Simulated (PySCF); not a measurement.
These 5 structures share the formula C5H10O. Level of theory: PBE0-D3(BJ)/def2-SVP geometry optimisation, gas phase in PySCF 2.14.0. One conformer each; no zero-point energy, no entropy. No frequencies were run at this level. Point groups hold within 0.08 Å.

Problem. Order them by energy at this level, lowest first, and give relative energies in kcal/mol.
A. `[CH3:1][CH2:2][C:3](=[O:4])[CH2:5][CH3:6]` with C1–C2–C3–O4 0°, C2–C3–C5–C6 -179°
B. `[CH3:1]/[CH:2]=[CH:3]\[CH2:4][CH2:5][OH:6]` with C2–C3–C4–C5 -93°, C3–C4–C5–O6 60°, C4–C5–O6–H -55°
C. `[CH2:1]=[CH:2][C@H:3]([CH3:4])[CH2:5][OH:6]` with C1–C2–C3–C4 -138°, C2–C3–C5–O6 -60°, C3–C5–O6–H 50°
D. `[CH3:1][CH2:2][C@:3]1([CH3:4])[CH2:5][O:6]1` with C1–C2–C3–C4 68°
E. `[CH2:1]=[CH:2][CH2:3][O:4][CH2:5][CH3:6]` with C1–C2–C3–O4 -133°, C2–C3–O4–C5 -176°, C3–O4–C5–C6 179°

Solution. A (0.0), B (21.7), C (23.4), D (24.5), E (32.8).

As drawn, the lowest has a C=O bond, which the highest lacks; the highest has a C=C bond outside aromatic rings, which the lowest lacks. Neighbours under 2.5 kcal/mol apart (C/C=C\CCO and C=C[C@H](C)CO; C=C[C@H](C)CO and CC[C@]1(C)CO1) can change places with a better method, another conformer or zero-point energy.

```
       SMILES      E (Eh)  E rel (kcal/mol)  dipole (D)  point group      A, B, C (MHz)
    CCC(=O)CC  -271.27418               0.0        2.59          C2v   8981, 1967, 1681
    C/C=C\CCO  -271.23967              21.7        1.48           C1   5361, 2460, 1990
C=C[C@H](C)CO  -271.23686              23.4        1.68           C1   3575, 3495, 1938
CC[C@]1(C)CO1  -271.23517              24.5        1.95           C1   5436, 2830, 2355
      C=CCOCC  -271.22199              32.8        1.14           C1  15378, 1389, 1346
```
